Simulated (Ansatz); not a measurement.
**C3H6 (singlet): from Hartree-Fock to the top rungs, cc-pVDZ**

One table from this session's results is given with a row withheld; the runs are named, their logs left out.

Method: cc-pVDZ, core rule «outside noble gas», up to 3 orbitals frozen; program: Ansatz 0.2.0, Gaussian basis.

To be run: UHF; CCSD(T) on RHF; BCCD(T) on RHF; CISD; CCSDT(Q) on RHF; CASSCF and MRCISD+Q, 8 electrons in 8 orbitals; CASSCF and NEVPT2, 8 electrons in 8 orbitals.

14 further runs of the same task are left out: 1 that didn't finish, 13 set aside as unsound or not needed.

## The geometry

The geometry is an MP2(full)/6-31G* stationary point (not a proven minimum).

9 atoms, charge 0, spin multiplicity 1.

Atoms are counted from 1 here; the program's logs count them from 0.

Bond lengths: C1–C2 1.337 Å, C1–H3 1.086 Å, C1–H4 1.085 Å, C2–H5 1.089 Å, C2–C6 1.498 Å, C6–H7 1.093 Å, C6–H8 1.095 Å, C6–H9 1.095 Å. Angles: C2–C1–H3 121.6°, C2–C1–H4 121.7°, H3–C1–H4 116.7°, C1–C2–H5 119.0°, C1–C2–C6 124.6°, H5–C2–C6 116.5°, C2–C6–H7 111.1°, C2–C6–H8 111.1°, C2–C6–H9 111.1°, H7–C6–H8 108.2°, H7–C6–H9 108.2°, H8–C6–H9 107.0°.

The first run:

File in.yaml:

```yaml
crystal:
  periodic: [false, false, false]
  atoms:
    - {symbol: C, position_ang: [1.269817, 0.116606, 0.000000]}
    - {symbol: C, position_ang: [-0.021473, 0.462083, 0.000000]}
    - {symbol: H, position_ang: [1.579687, -0.924496, 0.000000]}
    - {symbol: H, position_ang: [2.059327, 0.860261, 0.000000]}
    - {symbol: H, position_ang: [-0.284694, 1.519022, 0.000000]}
    - {symbol: C, position_ang: [-1.161230, -0.509417, 0.000000]}
    - {symbol: H, position_ang: [-0.798332, -1.540367, 0.000000]}
    - {symbol: H, position_ang: [-1.797013, -0.369937, 0.880420]}
    - {symbol: H, position_ang: [-1.797013, -0.369937, -0.880420]}
basis:
  gaussian: {orbitals: cc-pVDZ}
magnetization: {spin_polarized: true, initial_magnetization: 0}
hamiltonian: {xc: hf}
output: {orbitals: {seedname: orbitals}}
```

Started as:

```sh
$ ansatz run in.yaml --threads 1 --pin off --events-out ev --progress --plain --max-ram 4096MiB --backend cpu
```

Among the steps run: UHF; CCSD(T) on RHF; BCCD(T) on RHF; CISD; CCSDT(Q) on RHF; CASSCF and MRCISD+Q, 8 electrons in 8 orbitals; CASSCF and NEVPT2, 8 electrons in 8 orbitals.

One table of the session follows, with a row left open; its other results are not shown here.

It belongs to the step «Misses and costs». 

| method | from RCCSDT(Q) (meV) |
| --- | --- |
| RHF | +12968.3 |
| RMP2 | +1601.4 |
| CISD | ? |
| RCCSD | +447.7 |
| RCCSD(T) | +47.3 |
| BCCD(T) | +46.9 |
| RCCSDT | +25.3 |
| RCCSDT(Q) | 0 |
| CASSCF frontier | +10501.5 |
| NEVPT2 frontier | +1846.8 |
| MRCISD frontier | +1263.7 |
| MRCISD+Q frontier | +171.1 |

Q: Estimate the row for CISD from the others.

The run gave: from RCCSDT(Q) (meV): +1937.3. In the column «from RCCSDT(Q) (meV)» it lies between NEVPT2 frontier (+1846.8) and CASSCF frontier (+10501.5).

With the free atoms at the same levels and basis (separate runs), the atomisation energy is 34.856 eV at RCCSDT(Q), 34.835 eV at RCCSD(T), 27.942 eV at RHF.
